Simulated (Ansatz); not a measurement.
Results of PBEsol-D3(BJ) in Ansatz (plane waves, PAW) for MgSiP₂ (I-42d, No. 122, 8 atoms in the cell).

Settings: plane-wave cutoff 520 eV, 8×8×8 k mesh, Fermi–Dirac smearing 0.01 eV, scalar-relativistic PAW data made under PBE.

Properties against volume:

Shape and atoms are relaxed at each volume.

| V (Å³/atom) | P (GPa) | direct gap at Γ (eV) | c (Å) | a (Å) |
|---|---|---|---|---|
| 19.315 | 2.97 | 0.756 | 9.440 | 5.722 |
| 19.717 | 1.51 | 0.905 | 9.692 | 5.705 |
| 20.119 | -0.01 | 1.022 | 9.877 | 5.709 |
| 20.522 | -1.46 | 1.112 | 10.018 | 5.725 |
| 20.924 | -2.81 | 1.190 | 10.143 | 5.745 |

A straight line through the gaps at Γ against ln V gives a volume deformation potential dE_g(Γ)/d ln V of 5.4 eV: the gap at Γ narrows under compression.

Note: the relaxation could not lower the start's symmetry, so the cell can be a saddle point above a distorted one; the bulk modulus comes from volumes at which shape and atoms were relaxed.

Ansatz is a program for electronic structure.
